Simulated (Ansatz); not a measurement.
# FS2: the cost of one run

Computed with Ansatz 0.2.0, Gaussian basis. Level: def2-TZVPP, core rule «outside noble gas», up to 11 orbitals frozen.

To be run: UHF; ROHF; CCSD(T) on UHF.

2 further runs of the same task are left out: 2 set aside as unsound or not needed.

## 1. What is computed

The geometry is a PBE0/def2-TZVP stationary point (not a proven minimum) of the parent state, kept for this charge and spin.

3 atoms, charge 1, spin multiplicity 3.

Atoms are counted from 1 here; the program's logs count them from 0.

Bond lengths: F1–S2 1.625 Å, S2–S3 1.883 Å. Angles: F1–S2–S3 108.7°.

## 2. UHF

in.yaml reads:

```yaml
crystal:
  periodic: [false, false, false]
  atoms:
    - {symbol: F, position_ang: [0.000000, -0.602011, 1.524080]}
    - {symbol: S, position_ang: [0.000000, 0.574572, 0.402582]}
    - {symbol: S, position_ang: [0.000000, -0.217883, -1.305595]}
basis:
  gaussian: {orbitals: def2-TZVPP}
total_charge: 1
magnetization: {spin_polarized: true, initial_magnetization: 2}
hamiltonian: {xc: hf}
output: {orbitals: {seedname: orbitals}}
```

Command:

```
ansatz run in.yaml --threads 1 --pin off --events-out ev --progress --plain --max-ram 4096MiB --backend cpu
```

**Question.** How long does this run take on 1 thread of AMD EPYC 7R13, shared host, and how much memory does it need?

About 8 s, with a peak of 0.34 GiB.
